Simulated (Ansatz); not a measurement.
Input file:

```yaml
crystal:
  periodic: [false, false, false]
  atoms:
    - {symbol: In, position_ang: [0.000000, 0.000000, 0.000000]}
    - {symbol: H, position_ang: [0.701384, 0.715322, 1.492890]}
    - {symbol: H, position_ang: [-0.709117, -0.705291, 1.494010]}
    - {symbol: H, position_ang: [-0.706435, 0.700227, -1.497657]}
    - {symbol: H, position_ang: [0.714168, -0.710258, -1.489243]}
basis:
  gaussian: {orbitals: def2-mTZVP}
total_charge: 1
magnetization: {spin_polarized: false, initial_magnetization: 2}
hamiltonian: {xc: hf}
accuracy: high
scf: {lower_state_search: off}
output: {orbitals: {seedname: orbitals}}
```

```sh
$ ansatz run in.yaml --threads 1 --pin off --events-out ev --progress --plain --max-ram 2393MiB
```

The program prints:

```
these checks for a lower state are left out or cut short: stability, starts, cluster_reference, orbital_swaps, neighbouring_geometries, increment
1073 factors; integrals over basis functions are off by at most 3.0e-9 eV
mean field evaluation 1: about -5197.7946 eV, gradient 7.1e0 eV
mean field evaluation 2: about -5197.8441 eV, gradient 7.2e0 eV
mean field evaluation 4: about -5198.2891 eV, gradient 6.2e-1 eV
mean field evaluation 8: about -5198.2902 eV, gradient 3.2e-5 eV
mean field -5198.29017700 eV, -191.0336404773 hartree, gradient 4.3e-8 eV, S^2 2.000000; 0 other end points of the search recorded, 0 dependent functions left out
reference -5198.29017700 eV, -191.0336404773 hartree; 13, 11 occupied and 35, 37 virtual orbitals, 1073 factors
Total energy: -5198.29017700 eV, -191.0336404773 hartree
Checks for a lower state left out: stability, starts, cluster_reference, orbital_swaps, neighbouring_geometries, increment
```

Ran on 1 thread of Arm Neoverse V2, shared host: 0.93 s wall, 0.1 GiB peak host memory.
